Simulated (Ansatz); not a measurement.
A made-up structure of CHBN (charge -1), singlet:

```
4
angstrom
B -1.1705 -0.5013 0.2293
C 0.2725 -0.9306 0.0890
N 0.0706 0.3308 -0.0547
H 0.7724 1.0451 -0.2484
```

It is relaxed with PBE-D4/def2-SVPD and then PBE0-D4/def2-TZVPD (Ansatz 0.2.0). Atoms count as bonded within 1.22 times the sum of their covalent radii (H–H: 0.88 Å). The end point is not checked to be a true minimum.

Does its bonding change? (A judgement: the text doesn't fix the answer.)

By the calculation: No: no bond forms or breaks.

Where it ends: The first stage lowers the energy by 0.30 eV in 6 steps. It ends as CHBN ([B]1[C][NH]1), total charge -1:
```
4
angstrom
B -1.1705 -0.3815 0.2130
C 0.3383 -1.0143 0.0913
N 0.0904 0.2653 -0.0485
H 0.6868 1.0744 -0.2406
```

Labels in which every atom is bracketed show which atoms are joined, not bond orders.

For scale, one of the runs: PBE0-D4/def2-TZVPD relaxation, 120 basis functions, launched by `ansatz run in.yaml --threads 2 --pin off --events-out ev --progress --plain --max-ram 4352MiB`. The run took about 11 s on 2 CPU threads of an Arm Neoverse V1 (shared host).
